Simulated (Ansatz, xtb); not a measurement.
H4PSi: where a starting geometry ends

The starting geometry of this gas-phase doublet has its atoms placed at random.

```xyz
6

P     0.9832   -1.1498   -0.3605
Si   -0.4201   -0.0062    1.4861
H     1.4909   -1.2845    0.8493
H    -1.3283   -1.0130    0.3155
H    -0.2899   -1.2079    0.6315
H     0.9116    0.0263    1.3972
```

Q: Guess where an optimisation with r2SCAN-D4/def2-SVP ends from this start.

A: It ends as `[SiH2]P`. Distances that change by over a tenth: P1–H5 (1.61 → 1.43 Å), Si2–H6 (1.34 → 1.50 Å). Contacts that open: Si2–H5 (1.48 → 2.79 Å). Contacts that close: P1–Si2 (2.59 → 2.26 Å), Si2–H4 (1.79 → 1.49 Å).

The energy falls by 6.46 eV over 16 steps:

```json
{"step": "1", "E − E(last) (eV)": "6.461"}
{"step": "3", "E − E(last) (eV)": "3.355"}
{"step": "4", "E − E(last) (eV)": "2.646"}
{"step": "6", "E − E(last) (eV)": "1.310"}
{"step": "8", "E − E(last) (eV)": "0.290"}
{"step": "9", "E − E(last) (eV)": "0.101"}
{"step": "11", "E − E(last) (eV)": "0.010"}
{"step": "13", "E − E(last) (eV)": "0.001"}
{"step": "14", "E − E(last) (eV)": "0.001"}
{"step": "16", "E − E(last) (eV)": "0.000"}
```

Final geometry (Å):

```xyz
6

P     0.7207   -1.3062   -0.4345
Si   -0.2591    0.1244    1.0190
H     2.0340   -1.0707    0.0782
H    -1.7376    0.1548    0.8084
H     0.5316   -2.4714    0.3778
H     0.0578   -0.0659    2.4701
```

From the same start GFN2-xTB reaches the same bonding as this run.

From so rough a start the end depends on the optimiser's path, so another program may land elsewhere. The end wasn't checked by frequencies. Open shells are spin-unrestricted. Run with Ansatz 0.2.0, 20 s on 2 threads of Intel(R) Xeon(R) 6975P-C (Granite Rapids) (shared host).
